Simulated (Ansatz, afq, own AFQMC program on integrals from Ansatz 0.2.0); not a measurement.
Integrals from Ansatz 0.2.0, then the random walk in our own AFQMC program (afq).

```yaml
crystal:
  periodic: [false, false, false]
  atoms:
    - {symbol: Al, position_ang: [0.000000, 0.018024, 0.918476]}
    - {symbol: C, position_ang: [0.000000, 0.566878, -0.876023]}
    - {symbol: B, position_ang: [0.000000, -0.808509, -1.195499]}
    - {symbol: H, position_ang: [0.000000, 1.434504, -1.325192]}
basis:
  gaussian: {orbitals: cc-pVDZ}
magnetization: {spin_polarized: true, initial_magnetization: 3}
correlation: {method: ccsd_t, electrons: outside_noble_gas, hamiltonian_folder: ham}
```

```sh
$ ansatz run in.yaml --threads 1 --pin off --events-out ev --progress --plain --max-ram 1382MiB
```

afq runs on the folder ham with

```
--method phaseless --trial hf --walkers 120 --populations 1 --least-time 40 --time-step 0.005 --steps-per-block 20 --equilibration-blocks 112 --max-blocks 600 --target-error 0.0012000 --factor-cut 1e-05 --start spin_pure --seed 3947 --taylor-order 6
```

Times are imaginary, in 1/Eh. The walk had a cap of 2083 s.

afq prints:

```
orbitals 44  electrons 7 4  factors 358 of 490
reference energy -304.87149234 Eh
CCSD correlation -0.24179700 Eh in 15 cycles, weight of the determinant in the CISD state 0.8478
energy of the start -304.873033 Eh
 block  time / (1/Eh)  mean weight  energy / Eh
     1     0.100  1.0014  -304.919607
     2     0.200  1.0003  -304.958625
     3     0.300  1.0002  -304.977224
     4     0.400  1.0022  -305.003679
     5     0.500  1.0020  -305.019775
    10     1.000  1.0011  -305.088426
    86     8.600  1.0004  -305.103142
   171    17.100  1.0021  -305.108012
   256    25.600  0.9986  -305.128197
   341    34.100  1.0016  -305.152689
   392    39.200  0.9985  -305.083059
   426    42.600  0.9996  -305.120902
   511    51.100  1.0012  -305.097683
   596    59.600  0.9988  -305.139522
   681    68.100  1.0014  -305.158757
   698    69.800  0.9987  -305.106129
blocks merged  error / Eh  count
     1  0.000804  600
     2  0.001051  300
     4  0.001372  150
     8  0.001742  75
    16  0.001835  37
    32  0.001895  18
    64  0.002159  9
energy -305.128119 +/- 0.001895 Eh
(rows thinned)
```

The run passed its tests (sampling time, drift between the halves within three errors, error under three times the target), which doesn't prove that it has relaxed.

Against this walk (error 51.6 meV) on the same determinant: CCSD(T) 48.0 meV higher (within the noise), CCSDT(Q) 29.0 meV lower (within the noise), a separate phaseless walk with a CISD trial and standard settings 22.3 ± 55.0 meV higher (within the noise). The error is statistical and leaves out the bias of the constraint.

Cautions: constraint bias not in the error; error above the target (51.6 against 32.7 meV); lower spins were not checked; unrestricted determinant slightly spin contaminated (⟨S²⟩ 3.83 against 3.75).

The walk took 3.9 min on 1 thread of Intel(R) Xeon(R) 6975P-C (Granite Rapids), on a shared host. The log's last line is the phaseless energy.

CCSDT and higher add their correlation energy to the determinant of the CCSD(T) run, since their own runs factorise the integrals more tightly (a shift of under 2 meV). A walk keeps the symmetry of its determinant, which the program's search chose and which needn't be the lowest solution, so a lower state of the same spin and another symmetry isn't excluded.
